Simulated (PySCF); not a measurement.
**Reading a saddle point**

A first-order saddle point of BH$_{5}$O, singlet, PBE0-D4/def2-TZVP, with one imaginary mode of 1339i cm⁻¹:

```csv
atom,x (Å),y (Å),z (Å)
B1,-0.4883,-0.0004,-0.2183
H2,0.0249,-1.2260,-0.3311
H3,-0.8685,0.3013,-1.3085
H4,-1.2493,-0.0425,0.7048
H5,0.7616,-0.5632,-0.0544
O6,0.8922,0.6779,0.1315
H7,0.9273,0.8528,1.0761
```

Program: PySCF 2.14 with density fitting (its default auxiliary sets; JK sets also for MP2 and CCSD(T)). Basis: def2-TZVPP and def2-QZVPP. Cores are frozen in the correlated methods. Extrapolation: Hartree–Fock as exp(−7.88 √X), correlation as X^−2.97.

(1) Which contacts change along the imaginary mode, and what lies on either side? (Judge from chemistry; the calculation decides.)

(2) Which side is lower, and how far does the saddle lie above each? (Judge from chemistry; the value comes from the calculation.)

T1 diagnostic: at most 0.015. The end structure is not quite a true minimum (one mode of 56i cm⁻¹).

Answers

(1) By the calculation: The step is BH₃ + H₂O → BH₃O ([BH2][OH]) + H₂, with the molecules in contact on both sides. Shortening one way: B1–O6, H2–H5; lengthening the same way: B1–H2, H5–O6.
| pair | one side (Å) | saddle (Å) | other side (Å) |
| --- | --- | --- | --- |
| B1–O6 | 1.69 | 1.58 | 1.35 |
| H2–H5 | 2.50 | 1.03 | 0.75 |
| B1–H2 | 1.20 | 1.33 | 3.14 |
| H5–O6 | 0.96 | 1.26 | 3.34 |

(2) The calculation gives: The side with B1–O6, H2–H5 short is lower by 65.9 kJ/mol; the saddle lies 167.7 kJ/mol above it and 101.8 kJ/mol above the other (CCSD(T) at an estimated basis limit (MP2 extrapolated from triple and quadruple zeta, plus CCSD(T) − MP2 in triple zeta); electronic energies).

The step is the kind of ligand exchange by which a precursor binds to a hydroxyl group, or is hydrolysed, in atomic layer deposition of oxides.

Labels in which every atom is bracketed show which atoms are joined, not bond orders.

For scale, one of the runs: CCSD(T)/def2-TZVPP, 132 basis functions, launched by `OMP_NUM_THREADS=4 python run.py`. Time: 76 s of wall clock on 4 CPU threads of an AMD EPYC; the host was shared. Peak host memory: 0.62 GiB.
